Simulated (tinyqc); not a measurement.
Worked calculation: UHF in the sto-3g basis, for BH, spin multiplicity 1. One step of it, computed by the program tinyqc.

Problem. Iteration 9 (converged): orbitals. Diagonalise F' = X^T F X, C = X C', fill 3 alpha and 3 beta electrons from the bottom; D(s) = C_occ C_occ^T. Each column has its largest component positive (the first on a tie).

converged F(alpha) (hartree), order 1B 1s, 1B 2s, 1B 2px, 1B 2py, 1B 2pz, 2H 1s:
```
[[-7.330491, -2.145801, 0.000272, 0.000564, -0.015518, -0.414602],
 [-2.145801, -0.988023, 0.071657, 0.148494, -0.053923, -0.473447],
 [0.000272, 0.071657, 0.265069, -0.024060, -0.052269, -0.003349],
 [0.000564, 0.148494, -0.024060, 0.226820, -0.108316, -0.006941],
 [-0.015518, -0.053923, -0.052269, -0.108316, -0.063651, -0.378312],
 [-0.414602, -0.473447, -0.003349, -0.006941, -0.378312, -0.334064]]
```

converged F(beta) (hartree), order 1B 1s, 1B 2s, 1B 2px, 1B 2py, 1B 2pz, 2H 1s:
```
[[-7.330491, -2.145801, -0.000272, -0.000564, -0.015518, -0.414602],
 [-2.145801, -0.988023, -0.071657, -0.148494, -0.053923, -0.473447],
 [-0.000272, -0.071657, 0.265069, -0.024060, 0.052269, 0.003349],
 [-0.000564, -0.148494, -0.024060, 0.226820, 0.108316, 0.006941],
 [-0.015518, -0.053923, 0.052269, 0.108316, -0.063651, -0.378312],
 [-0.414602, -0.473447, 0.003349, 0.006941, -0.378312, -0.334064]]
```

X, order 1B 1s, 1B 2s, 1B 2px, 1B 2py, 1B 2pz, 2H 1s:
```
[[0.280032, 0.784747, 0.000000, 0.000000, 0.589008, 0.209797],
 [-0.856865, -0.546019, 0.000000, 0.000000, 0.417035, 0.413381],
 [0.000000, 0.000000, 0.381647, 0.924308, 0.000000, 0.000000],
 [0.000000, 0.000000, 0.924308, -0.381647, 0.000000, 0.000000],
 [-0.789122, 0.530991, 0.000000, 0.000000, -0.536886, 0.350632],
 [1.108338, -0.242347, 0.000000, 0.000000, -0.208662, 0.516227]]
```

Give: F' = X^T F X; orbital energies; coefficients C; F' = X^T F X; orbital energies; coefficients C; D(alpha) after iteration 9; D(beta) after iteration 9.

Solution.

F' = X^T F X (alpha) (hartree):
```
[[0.517, -0.616, -0.055, -0.003, -0.358, -0.239],
 [-0.616, -2.859, -0.151, -0.009, -3.087, -1.449],
 [-0.055, -0.151, 0.215, -0.004, 0.135, 0.022],
 [-0.003, -0.009, -0.004, 0.276, 0.008, 0.001],
 [-0.358, -3.087, 0.135, 0.008, -3.669, -1.772],
 [-0.239, -1.449, 0.022, 0.001, -1.772, -1.407]]
```

orbital energies (alpha) (hartree): [-7.335, -0.541, -0.276, 0.277, 0.301, 0.648]

coefficients C (alpha), order 1B 1s, 1B 2s, 1B 2px, 1B 2py, 1B 2pz, 2H 1s:
```
[[0.992, -0.219, -0.168, 0.000, -0.092, 0.127],
 [0.029, 0.649, 0.658, 0.000, 0.339, -0.639],
 [0.000, -0.047, -0.158, 0.901, 0.402, 0.003],
 [-0.001, -0.097, -0.327, -0.435, 0.834, 0.006],
 [0.005, 0.179, -0.554, 0.000, -0.189, -0.970],
 [-0.006, 0.486, -0.418, 0.000, -0.116, 1.083]]
```

F' = X^T F X (beta) (hartree):
```
[[0.517, -0.616, 0.055, 0.003, -0.358, -0.239],
 [-0.616, -2.859, 0.151, 0.009, -3.087, -1.449],
 [0.055, 0.151, 0.215, -0.004, -0.135, -0.022],
 [0.003, 0.009, -0.004, 0.276, -0.008, -0.001],
 [-0.358, -3.087, -0.135, -0.008, -3.669, -1.772],
 [-0.239, -1.449, -0.022, -0.001, -1.772, -1.407]]
```

orbital energies (beta) (hartree): [-7.335, -0.541, -0.276, 0.277, 0.301, 0.648]

coefficients C (beta), order 1B 1s, 1B 2s, 1B 2px, 1B 2py, 1B 2pz, 2H 1s:
```
[[0.992, -0.219, -0.168, 0.000, 0.092, 0.127],
 [0.029, 0.649, 0.658, 0.000, -0.339, -0.639],
 [0.000, 0.047, 0.158, 0.901, 0.402, -0.003],
 [0.001, 0.097, 0.327, -0.435, 0.834, -0.006],
 [0.005, 0.179, -0.554, 0.000, 0.189, -0.970],
 [-0.006, 0.486, -0.418, 0.000, 0.116, 1.083]]
```

D(alpha) after iteration 9, order 1B 1s, 1B 2s, 1B 2px, 1B 2py, 1B 2pz, 2H 1s:
```
[[1.061, -0.224, 0.037, 0.076, 0.059, -0.043],
 [-0.224, 0.854, -0.134, -0.278, -0.248, 0.040],
 [0.037, -0.134, 0.027, 0.056, 0.079, 0.043],
 [0.076, -0.278, 0.056, 0.116, 0.164, 0.089],
 [0.059, -0.248, 0.079, 0.164, 0.339, 0.319],
 [-0.043, 0.040, 0.043, 0.089, 0.319, 0.411]]
```

D(beta) after iteration 9, order 1B 1s, 1B 2s, 1B 2px, 1B 2py, 1B 2pz, 2H 1s:
```
[[1.061, -0.224, -0.037, -0.076, 0.059, -0.043],
 [-0.224, 0.854, 0.134, 0.278, -0.248, 0.040],
 [-0.037, 0.134, 0.027, 0.056, -0.079, -0.043],
 [-0.076, 0.278, 0.056, 0.116, -0.164, -0.089],
 [0.059, -0.248, -0.079, -0.164, 0.339, 0.319],
 [-0.043, 0.040, -0.043, -0.089, 0.319, 0.411]]
```
